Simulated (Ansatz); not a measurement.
A nudged elastic band was laid between two geometries of CH6N (8 atoms, charge 1, multiplicity 1).

Computed with RKS PBE/def2-SVPD (Ansatz).

```json
{
 "movable images": "7",
 "climbing image": "yes",
 "spring": "5.0 eV/Å²",
 "optimiser": "quadratic models (default)",
 "start path": "IDPP",
 "force threshold": "0.03 eV/Å",
 "iteration limit": "60",
 "end points": "relaxed"
}
```

Image 0:

```xyz
8
Properties=species:S:1:pos:R:3
C -0.227 0.296 -0.670
N 0.219 -0.285 0.646
H -0.040 -0.449 -1.461
H -1.303 0.525 -0.602
H 0.352 1.214 -0.860
H 0.067 0.374 1.429
H 1.227 -0.521 0.640
H -0.294 -1.154 0.877
```

Image 8:

```xyz
8
Properties=species:S:1:pos:R:3
C -0.227 0.296 -0.670
N 0.219 -0.285 0.646
H -0.915 -0.418 -1.152
H -0.740 1.252 -0.474
H 0.663 0.458 -1.300
H -0.579 -0.458 1.282
H 0.872 0.345 1.144
H 0.708 -1.190 0.522
```

(1) What changes between the two ends?

(2) What energy profile does the band end with?

(3) What is the geometry of the highest image?

(4) What are the harmonic wavenumbers there?

## Answers

(1) No bond is made or broken. The dihedral H3–C1–N2–H6 goes from 180 to -60°. The two ends are copies of one structure, up to a mirror image or an exchange of like atoms.

(2) The forces met the threshold. The highest image is number 4 of 0 to 8, 2.3 kcal/mol above the ends, which have the same energy within 2 meV. A vibrational analysis at the climbing image gives one clearly imaginary mode, 279i cm⁻¹: a first-order saddle point. Limits of this set-up: the dipole of an ion depends on the origin.

```tsv
image	path coordinate (Å)	energy (kcal/mol)	dihedral H3–C1–N2–H6 (°)
0	0.00	0.0	180
1	0.32	0.3	-165
2	0.64	1.1	-150
3	0.96	1.9	-135
4	1.28	2.3	-120
5	1.60	1.9	-105
6	1.92	1.1	-90
7	2.24	0.3	-75
8	2.56	0.0	-60
```

(3) 
```xyz
8
Properties=species:S:1:pos:R:3:forces:R:3
C -0.229 0.298 -0.675 0.00 0.00 0.00
N 0.221 -0.288 0.653 0.00 0.00 0.00
H -0.522 -0.525 -1.346 0.00 0.00 0.00
H -1.088 0.965 -0.497 0.00 0.00 0.00
H 0.606 0.866 -1.115 0.00 0.00 0.00
H -0.354 0.048 1.443 0.00 0.00 0.00
H 1.201 -0.043 0.875 0.00 0.00 0.00
H 0.165 -1.321 0.663 0.00 0.00 0.00
```

(4) 279i, 931, 941, 941, 1183, 1183, 1404, 1424, 1424, 1480, 1593, 1593, 3028, 3145, 3145, 3335, 3413, 3413 cm⁻¹.

The run took 42 s on 1 thread of Arm Neoverse V2, with other jobs on the host, peak memory 0.13 GiB.
